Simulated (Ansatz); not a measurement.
**How close CCSD(T) comes to the exact answer in a basis**

Each species is computed at the geometry given (Å), with frozen cores, in Ansatz 0.2.0: RHF-CCSD(T) for singlets, UHF-CCSD(T) otherwise, and full CI in the same basis. The program picks the determinant by trial CCSD, so it needn't be the lowest Hartree–Fock solution. States: LiMg⁻ Σ⁺ or Δ, HPC Σ⁺ or Δ, HCP Σ⁺ or Δ. Cases whose determinant has another symmetry than full CI's state, or whose (Q) step broke down, weren't drawn.

Q: Judging by size, spin and bonding and the diagnostics given, rank them by the size of CCSD(T)'s error in total energy against full CI in the same basis, smallest first (an estimate).
A. LiMg⁻, singlet, aug-cc-pVTZ: Li 0.000 0.000 0.000; Mg 0.000 0.000 2.940. T1 0.059, (T) -107 meV in a correlation energy of -2.05 eV
B. HPC, singlet, 6-31G: C 0.000 0.000 1.537; P 0.000 0.000 -0.059; H 0.000 0.000 -1.479. T1 0.043, (T) -313 meV in a correlation energy of -5.36 eV
C. HCP, singlet, 6-31G: C 0.000 0.000 0.194; P 0.000 0.000 -1.757; H 0.000 0.000 1.563. T1 0.041, (T) -421 meV in a correlation energy of -6.63 eV

A: A (34.1 meV), B (48.3 meV), C (71.3 meV).

| species | basis | correlated electrons | CCSD(T) − full CI (meV) | CCSDT(Q) − full CI (meV) | unpaired electrons (full CI) | T1 | ⟨S²⟩ of the determinant |
| --- | --- | --- | --- | --- | --- | --- | --- |
| LiMg⁻, singlet | aug-cc-pVTZ | 4 | 34.1 | 1.9 | 0.54 | 0.059 | 0.00 |
| HPC, singlet | 6-31G | 10 | 48.3 | 3.0 | 0.24 | 0.043 | 0.00 |
| HCP, singlet | 6-31G | 10 | 71.3* | -10.5 | 0.71 | 0.041 | 0.00 |

Unpaired electrons are Σ n²(2−n)² over natural occupations; an open shell counts its own unpaired electrons too. Frozen cores follow each run's orbitals, which moves totals by a few meV. An asterisk marks runs whose energy the program itself flagged as in doubt.
